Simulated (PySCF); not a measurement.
Gas-phase reaction: AlH₃ + C = AlCH₃

Method: PySCF energies plus ideal-gas RRHO corrections (1 bar). † marks an energy on the PBE0/def2-TZVP geometry and frequencies; other levels use their own. 6-31G* has spherical d functions here. Open shells (unrestricted): C (multiplicity 3); the rest are closed-shell singlets. Spin-orbit splitting is ignored; it lowers the true energy and changes the entropy of C. B3LYP is the form with VWN-RPA correlation. AlH₃, AlCH₃: computed as isolated molecules; such fragments, hydroxides, amides, oligomers or adducts are transient or little studied in the gas.

B3LYP/6-31G* gives ΔH°(298 K) = -657 kJ.

Problem. What do M06-2X/def2-TZVP†, ωB97M-V/def2-TZVP†, PBE0/def2-QZVP† give?

Solution. M06-2X/def2-TZVP†: -686 kJ; ωB97M-V/def2-TZVP†: -670 kJ; PBE0/def2-QZVP†: -688 kJ. For scale, ΔH°(298 K) is -657 kJ at this level, -670 kJ at ωB97M-V/def2-TZVP†, and runs from -798 to -459 kJ over the 20 levels computed († marks an energy on the PBE0/def2-TZVP geometry).
